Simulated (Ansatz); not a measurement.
# C₄H₅N: one species, many methods

Aim: compute C₄H₅N with functionals from several rungs and with coupled cluster, and see how far each lands from CCSD(T) at the basis-set limit for the atomisation energy.

Program: Ansatz 0.2.0, Gaussian basis. Level of theory: functionals in def2-TZVPP, the program's frozen cores in correlated methods. These are calculated values, not measurements.

The runs, in order: LDA (SPW92), PBE-D4, revPBE-D4, BLYP-D4, r2SCAN-D4, B97M-V, PBE0-D4, B3LYP-D4, r2SCANh-D4, r2SCAN0-D4, HSE06-D4, BHLYP-D4, CAM-B3LYP-D4, LC-ωPBE, ωB97X-V, ωB97M-V, B2PLYP, PBE-QIDH; CCSD(T)/def2-SVP; CCSD(T)/def2-TZVPP; MP2/def2-QZVPP; extrapolation to the limit; RPA on PBE.

## Step 1: Structure used throughout

All runs share one geometry, relaxed beforehand with PBE0-D4 in a triple-zeta def2 set.

SMILES `C=C1CC1=N`, 10 atoms, charge 0, spin multiplicity 1.

Atoms are counted from 1 here; the program's logs count them from 0.

Bond lengths: C1–C2 1.319 Å, C1–H6 1.084 Å, C1–H7 1.085 Å, C2–C3 1.501 Å, C2–C4 1.412 Å, C3–C4 1.493 Å, C3–H8 1.089 Å, C3–H9 1.089 Å, C4–N5 1.257 Å, N5–H10 1.021 Å. Angles: C2–C1–H6 120.7°, C2–C1–H7 121.5°, H6–C1–H7 117.8°, C1–C2–C3 146.7°, C1–C2–C4 151.7°, C3–C2–C4 61.6°, C2–C3–C4 56.3°, C2–C3–H8 118.5°, C2–C3–H9 118.5°, C4–C3–H8 118.7°, C4–C3–H9 118.7°, H8–C3–H9 114.3°, C2–C4–C3 62.1°, C2–C4–N5 147.4°, C3–C4–N5 150.5°, C4–N5–H10 110.4°.

Geometry (Å):

```
atom    x (Å)    y (Å)    z (Å)
  C1  -1.8280  -0.0042  -0.1302
  C2  -0.5149  -0.0262  -0.0043
  C3   0.6603  -0.4968   0.8023
  C4   0.7828   0.3183  -0.4425
  N5   1.4891   0.9074  -1.2995
  H6  -2.2956   0.5142  -0.9599
  H7  -2.4740  -0.4996   0.5866
  H8   0.9269  -1.5517   0.7642
  H9   0.8561  -0.0192   1.7609
 H10   2.4803   0.8066  -1.0747
```

## Step 2: LDA

This LDA is Slater exchange with PW92 correlation.

in.yaml

```yaml
crystal:
  periodic: [false, false, false]
  atoms:
    - {symbol: C, position_ang: [-1.827952, -0.004175, -0.130221]}
    - {symbol: C, position_ang: [-0.514870, -0.026249, -0.004259]}
    - {symbol: C, position_ang: [0.660259, -0.496774, 0.802295]}
    - {symbol: C, position_ang: [0.782773, 0.318295, -0.442543]}
    - {symbol: N, position_ang: [1.489111, 0.907416, -1.299513]}
    - {symbol: H, position_ang: [-2.295584, 0.514170, -0.959862]}
    - {symbol: H, position_ang: [-2.473961, -0.499589, 0.586566]}
    - {symbol: H, position_ang: [0.926857, -1.551691, 0.764232]}
    - {symbol: H, position_ang: [0.856090, -0.019167, 1.760897]}
    - {symbol: H, position_ang: [2.480277, 0.806563, -1.074691]}
basis:
  gaussian: {orbitals: def2-TZVPP}
hamiltonian: {xc: lda}
output: {orbitals: {seedname: orbitals}}
```

Command:

```
> ansatz run in.yaml --threads 2 --pin off --events-out ev --progress --plain --max-ram 4352MiB
```

After this run come: PBE-D4 (GGA); revPBE-D4 (GGA); BLYP-D4 (GGA); r2SCAN-D4 (meta-GGA); B97M-V (meta-GGA); B3LYP-D4 (hybrid); r2SCANh-D4 (hybrid); r2SCAN0-D4 (hybrid); HSE06-D4 (hybrid); BHLYP-D4 (hybrid); CAM-B3LYP-D4 (range-separated); LC-ωPBE (range-separated); ωB97X-V (range-separated); ωB97M-V (range-separated); B2PLYP (double hybrid); PBE-QIDH (double hybrid); CCSD(T) in def2-SVP; CCSD(T) in def2-TZVPP; MP2 in def2-QZVPP; RPA on PBE orbitals.

Q: Predict the results of all the runs planned. Wanted: atomisation energy, CCSD(T)/CBS; farthest beyond LDA; mean size of error, GGA; mean size of error, meta-GGA; mean size of error, hybrid; mean size of error, range-separated; mean size of error, double hybrid; gap, smallest and largest; T1 diagnostic.

**Answer**, as computed:

| quantity | value |
| --- | --- |
| atomisation energy, CCSD(T)/CBS | 4214.4 kJ/mol |
| functionals within 21.1 kJ/mol (0.5 %) | r2SCANh-D4, B2PLYP, PBE-QIDH |
| farthest beyond LDA | PBE-D4 (+210.3 kJ/mol) |
| mean size of error, GGA | 122.2 kJ/mol |
| mean size of error, meta-GGA | 44.9 kJ/mol |
| mean size of error, hybrid | 68.4 kJ/mol |
| mean size of error, range-separated | 35.4 kJ/mol |
| mean size of error, double hybrid | 11.0 kJ/mol |
| gap, smallest and largest | 3.09 eV (LDA (SPW92)), 10.53 eV (LC-ωPBE) |
| T1 diagnostic | 0.0127 |
| triples share of the correlation energy | 4.8 % |

In words: The LDA atomisation energy is off by 736.8 kJ/mol (17 %): it overbinds. PBE-D4 misses by +210.3 kJ/mol. Double hybrids carry the basis error of their MP2 part in triple zeta, and no dispersion term here, so their miss is partly the set-up's. By mean error the best rung here is double hybrid (11.0 kJ/mol) and the worst beyond LDA is GGA (122.2 kJ/mol). The reference freezes the cores and leaves out relativity and excitations past (T), so misses under about 21.1 kJ/mol can't be ranked. Hartree-Fock recovers 70 % of the binding; the rest is correlation. CCSD(T) in def2-SVP is off by -179.8 kJ/mol, worse than the median functional, from the basis alone. The gap grows from 3.1 to 10.5 eV across the functionals, mostly with the share of exact exchange. The restricted reference is unstable towards a spin-broken one.
